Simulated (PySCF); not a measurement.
Compound: Z-3-amino-2-propenenitrile, C3H4N2.
Atom-mapped SMILES: `[N:1]#[C:2]/[CH:3]=[CH:4]\[NH2:5]` (hydrogens: H6 on C3; H7 on C4; H8, H9 on N5)

Method: core-valence-separated Tamm–Dancoff BHandHLYP/aug-pcX-1 (pcseg-1 on H) in PySCF, non-relativistic, gas phase, PBE0-D3(BJ)/def2-SVP geometry.

Computed carbon K-edge spectrum, Gaussian lines of 0.8 eV full width, highest printed point 100; it ends one width below the last computed root. No empirical shift is added; at this level the pattern usually sits a few eV under experiment.

(photon energy (eV), absorption): (282.6, 0), (282.7, 1), (282.8, 1), (282.9, 3), (283.0, 6), (283.1, 11), (283.2, 19), (283.3, 30), (283.4, 45), (283.5, 62), (283.6, 78), (283.7, 92), (283.8, 100), (283.9, 100), (284.0, 93), (284.1, 80), (284.2, 63), (284.3, 46), (284.4, 31), (284.5, 20), (284.6, 11), (284.7, 6), (284.8, 3), (284.9, 1), (285.0, 1), (285.1, 1), (285.2, 1), (285.3, 2), (285.4, 3), (285.5, 3), (285.6, 4), (285.7, 5), (285.8, 5), (285.9, 5), (286.0, 4), (286.1, 4), (286.2, 3), (286.3, 3), (286.4, 3), (286.5, 4), (286.6, 6), (286.7, 8), (286.8, 10), (286.9, 13), (287.0, 15), (287.1, 17), (287.2, 19), (287.3, 21), (287.4, 23), (287.5, 26)

**Question.** Assign the maxima to core holes.

**Answer.** 2 maxima:
- 283.9 eV: C4 (vinylic carbon bearing nitrogen), 283.75 eV, f = 0.074, 1s→π*, 34 % of the height at the exact maximum; C2 (nitrile carbon), 283.93 eV, f = 0.063, 1s→π*, 29 % of the height at the exact maximum; C2 (nitrile carbon), 283.98 eV, f = 0.056, 25 % of the height at the exact maximum; C3 (alkene CH carbon), 283.71 eV, f = 0.028, 1s→π*, 12 % of the height at the exact maximum
- 285.8 eV: C3 (alkene CH carbon), 285.79 eV, f = 0.010, 100 % of the height at the exact maximum

Further lines of some strength in the range: C4, 287.09 eV, f = 0.021.

Roots within 0.03 eV on the same or equivalent atoms count as one line; shares under 12 % aren't listed.

Vibrational structure and lifetime widths aren't in the curve. The ionisation threshold wasn't computed; near and above it a finite basis only mimics Rydberg series and continuum.

The run took about 24 s of CPU time (one thread, shared machine).

The values belong to the conformer `[N:1]#[C:2]/[CH:3]=[CH:4]\[NH2:5]`: H–N5–C4–C3 175°, H–N5–C4–C3 3°.
